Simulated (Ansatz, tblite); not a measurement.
Removing and adding an electron: Si(OH)2H2 (SiO₂H₄). Total charge 0; singlet. Geometry: PBE-D4/def2-TZVP. Ansatz, gas phase; energy differences of separate SCF runs; the oxidised species was run as a doublet alone; the reduced species was run as a doublet alone.

```xyz
7

Si    0.1900    0.3292   -0.2059
O     0.7448   -1.2244   -0.3966
H     1.0431   -1.6806    0.4038
O    -1.4596    0.4520   -0.0998
H    -1.8752    0.1558    0.7237
H     0.5324    1.0626   -1.4499
H     0.8245    0.9053    1.0246
```

The xTB rows come from tblite. Correlated methods freeze 7 core orbitals. In CCSD on the charge 1 doublet the largest single amplitude is 0.65, so its Hartree–Fock determinant may place the open shell otherwise than the density functionals do.

Q: Estimate orbital energies and vertical ionisation energies and electron affinities at: GFN1-xTB; GFN2-xTB; HF/def2-TZVPD; PBE-D4/def2-TZVP; PBE-D4/def2-TZVPD; r2SCAN-D4/def2-TZVP; r2SCAN-D4/def2-TZVPD; B97M-V/def2-TZVP; PBE0-D4/def2-TZVP; BHLYP-D4/def2-TZVP; B2PLYP/def2-TZVP; PBE-QIDH/def2-TZVP; MP2/def2-TZVPD; CCSD/def2-TZVPD; CCSD(T)/def2-TZVPD; CCSD(T)/def2-TZVPP.

A: 
| level | −HOMO (eV) | vertical IE (eV) | −LUMO (eV) | vertical EA (eV) | HOMO–LUMO gap (eV) | IE − EA (eV) | remarks |
| --- | --- | --- | --- | --- | --- | --- | --- |
| GFN1-xTB | 11.93 | 15.30 | 4.39 | 1.12 | 7.54 | 14.18 | – |
| GFN2-xTB | 11.28 | 14.64 | 4.41 | 0.68 | 6.87 | 13.96 | – |
| HF/def2-TZVPD | – | – | – | -1.31 | – | – | HOMO above zero (-1 doublet) |
| PBE-D4/def2-TZVP | 7.34 | 10.80 | 0.56 | – | 6.79 | – | – |
| PBE-D4/def2-TZVPD | 7.43 | – | 1.04 | -0.59 | 6.40 | – | HOMO above zero (-1 doublet) |
| r2SCAN-D4/def2-TZVP | 7.72 | 11.02 | -0.04 | – | 7.76 | – | – |
| r2SCAN-D4/def2-TZVPD | 7.78 | – | 0.41 | -0.73 | 7.37 | – | HOMO above zero (-1 doublet) |
| B97M-V/def2-TZVP | 7.82 | 11.14 | 0.34 | – | 7.47 | – | – |
| PBE0-D4/def2-TZVP | 8.89 | 11.30 | -0.32 | – | 9.20 | – | – |
| BHLYP-D4/def2-TZVP | 10.36 | 11.70 | -1.00 | – | 11.36 | – | – |
| B2PLYP/def2-TZVP | – | 11.53 | – | – | – | – | – |
| PBE-QIDH/def2-TZVP | – | 12.09 | – | – | – | – | – |
| MP2/def2-TZVPD | – | – | – | -1.00 | – | – | HOMO above zero (-1 doublet) |
| CCSD/def2-TZVPD | – | – | – | -0.97 | – | – | HOMO above zero (-1 doublet) |
| CCSD(T)/def2-TZVPD | – | – | – | -0.92 | – | – | HOMO above zero (-1 doublet) |
| CCSD(T)/def2-TZVPP | – | 11.84 | – | – | – | – | large T1 (0.114) (+1 doublet) |

Relaxing the reduced species (PBE-D4/def2-TZVPD) changes its energy by -0.09 eV at PBE-D4/def2-TZVPD, so the adiabatic electron affinity to this nearest minimum is -0.50 eV. At PBE0-D4/def2-TZVPD it is -0.64 eV. The highest occupied level of the relaxed charge -1 doublet lies above zero (up to 2.21 eV). By energy differences, losing it releases 0.50 eV (each at its own geometry, to the charge 0 singlet, at PBE-D4/def2-TZVPD).  Run but left out: HF/def2-TZVP, HF/def2-TZVPP, MP2/def2-TZVPP (charge +1 doublet: a determinant that CCSD turns far, T1 0.114).   A HOMO above zero means that the electron is unbound at that level or that self-interaction error raises the level; the energy of removing that electron tells which. Raw xTB energy differences between charge states are shifted by several eV; the methods need an empirical correction for them. A negative affinity means that the extra electron isn't bound; its size then hangs on the basis.
